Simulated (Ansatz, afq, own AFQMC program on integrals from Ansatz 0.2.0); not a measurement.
AlNH, quartet in cc-pVDZ, levels against CCSDT(Q)

```tsv
atom	x (Å)	y (Å)	z (Å)
Al	0.0000	-0.1047	0.6174
N	0.0000	0.1075	-1.2897
H	0.0000	1.3076	1.3949
```

Connectivity, by distances: AlH–N.

Basis cc-pVDZ. Only valence electrons are correlated. Ansatz 0.2.0 and our own AFQMC program on the same integrals; the CISD trial comes from CCSD amplitudes, and released means the phaseless constraint is let go. Free projection: walkers drawn from exp(T), propagated without any constraint. Its projection time is finite, and what remains of the start isn't in its error. ± is one standard error of the sampling.

Determinant: UHF, the one that the program's search chose, which needn't be the lowest solution. The geometry is a point of a scan.

No full CI on the walks' own integrals is used here; CCSDT(Q) serves as the reference and is uncertain by about the last step of the cluster series.

Cautions: lower spins were not checked; the released energies move by 1.5 errors or more from one time to the next, so no released level is given (meV from the phaseless value at times in 1/Eh: -13 ± 11 at 0.24, -6 ± 10 at 0.51, -7 ± 11 at 0.99, -5 ± 7 at 1.62, -28 ± 14 at 2.40), though the last usable value meets CCSDT(Q) within the noise.

```
T1 diagnostic                               : 0.0250
weight of the determinant in the CISD state : 0.908
⟨S²⟩ of the determinant                     : 3.772
size of the correlated space                : 9 electrons in 31 orbitals
```

Reference: CCSDT(Q), correlation energy -4.770 eV.

```tsv
level	E − E(reference) (kJ/mol)	share of correlation (%)
HF	460.3	0.00
MP2	92.6	79.87
CCSD	13.4	97.10
CCSD(T)	3.5	99.24
CCSDT	0.8	99.82
ph-AFQMC/HF	0.6 ± 4.5	99.88
ph-AFQMC/CISD	1.4 ± 0.9	99.70
free AFQMC	-0.4 ± 1.3	100.09
```

Free projections are given only where their last times agree within the noise and don't stop above the reference; a slow remainder of the start can still hide under it. A walk keeps the symmetry of its determinant, which the program's search chose and which needn't be the lowest solution, so a lower state of the same spin and another symmetry isn't excluded.
